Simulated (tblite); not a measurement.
Question: Give a GFN2-xTB geometry of InChI=1S/CH4ClSi/c2-1-3/h1H,3H3. (Doublet state.)

Answer: 
```
atom  x, y, z in Å
Si1   -0.8114    0.0329   -0.0467
C2     1.0304   -0.2063   -0.0076
Cl3    2.0754    1.0293    0.4833
H4    -1.3100    0.3678    1.2916
H5    -1.1642    1.1297   -0.9539
H6    -1.3649   -1.2360   -0.5129
H7     1.5480   -1.1126   -0.2810
```

Orientation and origin are arbitrary. Atoms count from 1 in this order. Si1 (silicon bonded to C and 3 H) is distorted tetrahedral (angles from 105.7° to 111.2°). C2 (carbon bonded to Cl, Si and H) is planar (angles 125.3°, 121.6° and 113.0°, sum 360.0°, 0.00 Å off the plane of its three neighbours).

Bonds between heavy atoms (Å): Si1–C2 1.858, C2–Cl3 1.691.

The geometry is computed with GFN2-xTB (gas phase). This method treats the open shell by occupation alone, without spin polarisation.

Point group: Cs (every atom within 0.08 Å of its image). Its GFN2-xTB frequencies are all real (lowest 71 cm⁻¹).

Hardware: Arm Neoverse V2, one thread, no GPU, shared host with 96 logical CPUs at a one-minute load of 50. Cost: 0.15 s wall. That covers the optimisation of the geometry.
